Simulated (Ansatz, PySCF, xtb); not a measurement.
Homolysis of single bonds, series B OH-I. Isolated molecules, 0 K electronic values unless said otherwise. One relaxed conformer stands for each flexible species; it need not be the lowest. Strings in code marks are SMILES.

Quantity: homolytic bond dissociation enthalpy at 298 K (no spin–orbit term), in kcal/mol. Thermal and zero-point terms are GFN2-xTB rigid-rotor harmonic values (xtb).

Level 1: frozen-core CCSD(T)/def2-TZVPP // CAM-B3LYP-D3(BJ)/def2-TZVP (Ansatz, a first-principles code)
Level 2: CAM-B3LYP-D3(BJ)/def2-TZVP (PySCF)
Level 3: B3LYP/6-311+G** (LANL2DZ on I) // CAM-B3LYP-D3(BJ)/def2-TZVP (PySCF)
Level 4: frozen-core MP2/6-31G* (LANL2DZ on I) // CAM-B3LYP-D3(BJ)/def2-TZVP (PySCF)

```tsv
species	level 2	level 3	level 4
O–B bond of `OB(I)I` (H–O–B–I torsion 0°), giving `I[B]I` and `[OH]`	143.5	137.5	145.9
B–I bond of `OB(O)I` (H–O–B–I torsion -180°, I–B–O–H torsion 180°), giving `O[B]O` (H–O–B–O torsion 0°, O–B–O–H torsion 180°) and `[I]`	81.6	77.3	74.8
O–B bond of `OB(O)I` (H–O–B–I torsion -180°, I–B–O–H torsion 180°), giving `O[B]I` (H–O–B–I torsion 0°) and `[OH]`	139.5	133.8	142.8
```

Q: What does level 1 give for each?

A: 
- O–B bond of `OB(I)I` (H–O–B–I torsion 0°), giving `I[B]I` and `[OH]`: 140.9
- B–I bond of `OB(O)I` (H–O–B–I torsion -180°, I–B–O–H torsion 180°), giving `O[B]O` (H–O–B–O torsion 0°, O–B–O–H torsion 180°) and `[I]`: 84.9
- O–B bond of `OB(O)I` (H–O–B–I torsion -180°, I–B–O–H torsion 180°), giving `O[B]I` (H–O–B–I torsion 0°) and `[OH]`: 139.1
